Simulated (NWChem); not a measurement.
Program: NWChem. System: ozone (O₃), charge 0, spin multiplicity 1, at a geometry optimised with PBE0/def2-SVP. Level: MP2/def2-TZVP, 3 core orbitals frozen.

The NWChem input:

```
start mol
memory heap 200 mb stack 800 mb global 1000 mb
geometry units angstroms nocenter noautoz
  O     -1.060667     0.000000    -0.210198
  O      0.000000     0.000000     0.420396
  O      1.060667     0.000000    -0.210198
  symmetry group C2v
end
basis spherical
  * library def2-tzvp
end
scf
  rhf
  nopen 0
  maxiter 100
  thresh 1e-7
  semidirect memsize 60000000 filesize 0
end
mp2
  freeze core 3
end
task mp2 energy
```

Output (cleaned and shortened):

```
             Northwest Computational Chemistry Package (NWChem) 7.3.0
             --------------------------------------------------------

                                NWChem Input Module
                                -------------------

 Scaling coordinates for geometry "geometry" by  1.889725989
 (inverse scale =  0.529177249)

 Turning off AUTOSYM since
 SYMMETRY directive was detected!

                             Geometry "geometry" -> ""
                             -------------------------

 Output coordinates in angstroms (scale by  1.889725989 to convert to a.u.)

  No.       Tag          Charge          X              Y              Z
 ---- ---------------- ---------- -------------- -------------- --------------
    1 O                    8.0000    -1.06066700     0.00000000    -0.21019800
    2 O                    8.0000     0.00000000     0.00000000     0.42039600
    3 O                    8.0000     1.06066700     0.00000000    -0.21019800

 Effective nuclear repulsion energy (a.u.)      70.8571342385

            Nuclear Dipole moment (a.u.)
            ----------------------------
        X                 Y               Z
 ---------------- ---------------- ----------------
     0.0000000000     0.0000000000     0.0000000000

      Symmetry information
      --------------------

 Group name             C2v
 Group number             16
 Group order               4
 No. of unique centers     2

      Symmetry unique atoms

     1    2


 Summary of "ao basis" -> "" (spherical)
 ------------------------------------------------------------------------------
       Tag                 Description            Shells   Functions and Types
 ---------------- ------------------------------  ------  ---------------------
 *                         def2-tzvp                  on all atoms

 Summary of "ao basis" -> "ao basis" (spherical)
 ------------------------------------------------------------------------------
       Tag                 Description            Shells   Functions and Types
 ---------------- ------------------------------  ------  ---------------------
 O                         def2-tzvp                11       31   5s3p2d1f

                                 NWChem SCF Module
                                 -----------------

  ao basis        = "ao basis"
  functions       =    93
  atoms           =     3
  closed shells   =    12
  open shells     =     0
  charge          =   0.00
  wavefunction    = RHF
  use symmetry    = T
  symmetry adapt  = T

 Summary of "ao basis" -> "ao basis" (spherical)
 ------------------------------------------------------------------------------
       Tag                 Description            Shells   Functions and Types
 ---------------- ------------------------------  ------  ---------------------
 O                         def2-tzvp                11       31   5s3p2d1f

      Symmetry analysis of basis
      --------------------------

        a1         35
        a2         13
        b1         28
        b2         17

 Forming initial guess at       0.1s

      Superposition of Atomic Density Guess
      -------------------------------------

 Sum of atomic energies:        -224.35292174

      Non-variational initial energy
      ------------------------------

 Total energy =    -224.880651
 1-e energy   =    -450.652769
 2-e energy   =     154.914984
 HOMO         =      -0.309821
 LUMO         =      -0.145635

      Symmetry analysis of molecular orbitals - initial
[...]
    41      0.333412  2 O  py                13     -0.321586  1 O  py
    75     -0.321586  3 O  py                 7     -0.271321  1 O  py
    69     -0.271321  3 O  py                10     -0.244021  1 O  py
    72     -0.244021  3 O  py

 Vector   14  Occ=0.000000D+00  E= 3.081801D-01  Symmetry=a1
              MO Center=  6.3D-15, -1.7D-15, -2.3D-02, r^2= 3.2D+00
   Bfn.  Coefficient  Atom+Function         Bfn.  Coefficient  Atom+Function
  ----- ------------  ---------------      ----- ------------  ---------------
    36      2.946951  2 O  s                  5     -1.402735  1 O  s
    67     -1.402735  3 O  s                 45     -1.281438  2 O  pz
    12     -1.112349  1 O  px                74      1.112349  3 O  px
    14     -0.406374  1 O  pz                76     -0.406374  3 O  pz
    35      0.306207  2 O  s                 34      0.218005  2 O  s

 Vector   15  Occ=0.000000D+00  E= 3.726522D-01  Symmetry=b1
              MO Center=  2.2D-15,  7.0D-17, -2.2D-01, r^2= 3.9D+00
   Bfn.  Coefficient  Atom+Function         Bfn.  Coefficient  Atom+Function
  ----- ------------  ---------------      ----- ------------  ---------------
    43      2.170209  2 O  px                 5      1.670960  1 O  s
    67     -1.670960  3 O  s                 12      1.147150  1 O  px
    74      1.147150  3 O  px                14      0.864662  1 O  pz
    76     -0.864662  3 O  pz                40      0.308095  2 O  px
     4      0.304211  1 O  s                 66     -0.304211  3 O  s

 center of mass
 --------------
 x =   0.00000000 y =   0.00000000 z =   0.00000000

 moments of inertia (a.u.)
 ------------------
          15.142161769767           0.000000000000           0.000000000000
           0.000000000000         143.661234105133           0.000000000000
           0.000000000000           0.000000000000         128.519072335366

  Mulliken analysis of the total density
  --------------------------------------

    Atom       Charge   Shell Charges
 -----------   ------   -------------------------------------------------------
    1 O    8     8.19   0.79  1.18  0.62  0.96  0.39  1.74  1.82  0.63  0.01  0.04  0.00
    2 O    8     7.63   0.79  1.18  0.63  0.94  0.19  1.71  1.76  0.29  0.01  0.13  0.01
    3 O    8     8.19   0.79  1.18  0.62  0.96  0.39  1.74  1.82  0.63  0.01  0.04  0.00

       Multipole analysis of the density wrt the origin
       ------------------------------------------------

     L   x y z        total         open         nuclear
     -   - - -        -----         ----         -------
     0   0 0 0     -0.000000      0.000000     24.000000

     1   1 0 0     -0.000000      0.000000      0.000000
     1   0 1 0      0.000000      0.000000      0.000000
     1   0 0 1      0.335540      0.000000      0.000000

     2   2 0 0    -12.984130      0.000000     64.279985
     2   1 1 0     -0.000000      0.000000      0.000000
     2   1 0 1      0.000000      0.000000      0.000000
     2   0 2 0    -10.856083      0.000000      0.000000
     2   0 1 1     -0.000000      0.000000      0.000000
     2   0 0 2    -11.661392      0.000000      7.573490

                   NWChem MP2 Semi-direct Energy/Gradient Module
                   ---------------------------------------------

  Basis functions       =     93
  Molecular orbitals    =     93
  Frozen core           =      3
  Frozen virtuals       =      0
  Active alpha occupied =      9
  Active beta occupied  =      9
  Active alpha virtual  =     81
  Active beta virtual   =     81
  Use MO symmetry       = T
  Use skeleton AO sym   = T

  AO/Fock/Back tols     =   1.0D-09  1.0D-09  1.0D-09

 GA uses MA = F    GA memory limited = T

 Available:
  local mem=  1.15D+08
 global mem=  1.31D+08
 local disk=  0.00D+00
  mp2_memr nvloc                    81
  nvloc new                    81
   1 passes of   9:        4194304                      54079                  10759599.
   1 passes of   9: M    114681248           G      131054702           F     110486944.

 Semi-direct pass number   1 of   1  for RHF alpha+beta  at        1.6s
  vrange nnbf                  4335
  mp2_eaftype                    41  avail_ma_in_mb                   999
 EAF : mp2_eaftype filesize          41    5379800.
  mp2_eaf for mointskh                     41
Node 0 wrote     25.3 Mb in      0.0 s     Agg I/O rate:  1806.3 Mb/s
 Done moints_semi at        3.9s
  mp2_eaftype                    41  avail_ma_in_mb                   958
 EAF : mp2_eaftype filesize          41    5379800.
  mp2_eaf for kh                    41
 Done maket at        4.1s
 Done multipass loop at        4.1s

          -------------------------------------------
          SCF energy                -224.363754124850
          Correlation energy          -0.759100360585
          Singlet pairs               -0.454718515772
          Triplet pairs               -0.304381844813
          Total MP2 energy          -225.122854485435
          -------------------------------------------

          ---------------------------------------------------
                    Spin Component Scaled (SCS) MP2
          Same spin pairs                     -0.202921229875
          Same spin scaling factor             0.333333333333
          Opposite spin pairs                 -0.556179130710
          Opposite spin scaling fact.          1.200000000000
          SCS-MP2 correlation energy          -0.735055366810
          Total SCS-MP2 energy              -225.098809491660
          ---------------------------------------------------

 -----------------------
 Performance information
 -----------------------

 Timer overhead =  1.91D-07 seconds/call

               Nr. of calls         CPU time (s)                 Wall time (s)                GFlops
             ---------------    -------------------     ------------------------------   -------------------
Name         Min   Avg   Max    Min     Avg     Max     Min     Avg     Max   Mx/calls   Min     Max     Sum
mp2: moin     1     1     1    2.3     2.3     2.3      2.3     2.3     2.3     2.3      0.0     0.0     0.0
mp2: make     1     1     1   0.21    0.21    0.21     0.21    0.21    0.21    0.21      0.0     0.0     0.0
mp2: tota     1     1     1    2.6     2.6     2.6      2.6     2.6     2.6     2.6      0.0     0.0     0.0

 The average no. of pstat calls per process was 3.00D+00
 with a timing overhead of 5.74D-07s

 Task  times  cpu:        4.1s     wall:        4.1s

 Total times  cpu:        4.2s     wall:        4.2s
```
